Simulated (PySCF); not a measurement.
**Working out the electron affinity of B**

B⁻ [He] 2s2 2p2 (3P) → B [He] 2s2 2p1 (2P). All numbers are calculated (PySCF 2.14, no relativity, point nucleus, in def2-QZVPPD (8s4p4d2f1g, 63 functions)). Frozen: 1s2. Energies in hartree (1 hartree = 27.21139 eV):

| part | B⁻ (lower) | B (upper) |
| --- | --- | --- |
| UHF | -24.519399 | -24.533099 |
| CCSD correlation | -0.082242 | -0.066207 |
| (T) | -0.003476 | -0.001448 |

What does Hartree-Fock give?

(-24.533099) − (-24.519399) = -0.013700 hartree = -0.373 eV.

What do CCSD and CCSD(T) give?

The CCSD correlation energies differ by 0.016035 hartree = 0.436 eV and the triples by 0.002028 hartree = 0.055 eV, so CCSD gives 0.063 eV and CCSD(T) 0.118 eV.

A first-order spin-orbit estimate adds 0.000 eV to CCSD(T) (valence), giving 0.118 eV against 0.280 eV (measured; photodetachment measurements, as compiled on the Wikipedia data page of electron affinities).

What remains against the reference includes basis incompleteness, the frozen core and higher excitations.
